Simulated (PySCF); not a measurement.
# A complex of hydronium and sulfur dioxide

A gas-phase complex of hydronium and sulfur dioxide; charge +1, singlet. The structure comes from a short search (a few tight-binding starts) and was relaxed by PBE0-D3(BJ)/def2-SVPD; another way of binding may lie lower. No frequency run checks that it is a minimum.

Parts: 1 = hydronium ([OH3+]), atoms 1–4, charge +1; 2 = sulfur dioxide (O=S=O), atoms 5–7.

Coordinates in Å:
```
O1      0.016    0.203    0.350
H2     -0.657   -0.418    0.026
H3     -0.226    1.255    0.212
H4      0.900   -0.058    0.045
O5     -0.519    2.555   -0.016
S6     -0.837    3.709    0.881
O7     -0.848    3.411    2.293
```

Contacts between parts, classed by geometry: H3···O5 1.352 Å (hydrogen bond, 178°).

Interaction energies are complex less parts, with the parts frozen as they stand in it; counterpoise-corrected, in kcal/mol (PySCF). The CCSD(T) estimate is Hartree-Fock/aug-cc-pVTZ, plus the MP2 correlation part extrapolated as X⁻³ from aug-cc-pVDZ and aug-cc-pVTZ, plus CCSD(T) less MP2 in aug-cc-pVDZ; noble-gas cores are frozen. It isn't the exact limit.

Question: How strongly do the parts interact, level by level?

Answer: 
| level | interaction | superposition error removed |
| --- | --- | --- |
| Hartree-Fock/aug-cc-pVTZ | -30.95 | - |
| MP2/aug-cc-pVTZ | -29.64 | -1.38 |
| CCSD(T), estimated basis limit | -30.69 | - |

Question: What holds them together? Decompose the MP2/aug-cc-pVTZ energy: frozen parts, their antisymmetrised product, then relaxation.

Answer: electrostatic -28.0, Pauli repulsion +35.6, orbital relaxation -38.9, correlation +0.2 kcal/mol, which sum to the value before the counterpoise correction, the first three by Hartree-Fock. Of the attraction, 58 % is orbital relaxation, 42 % is electrostatic.
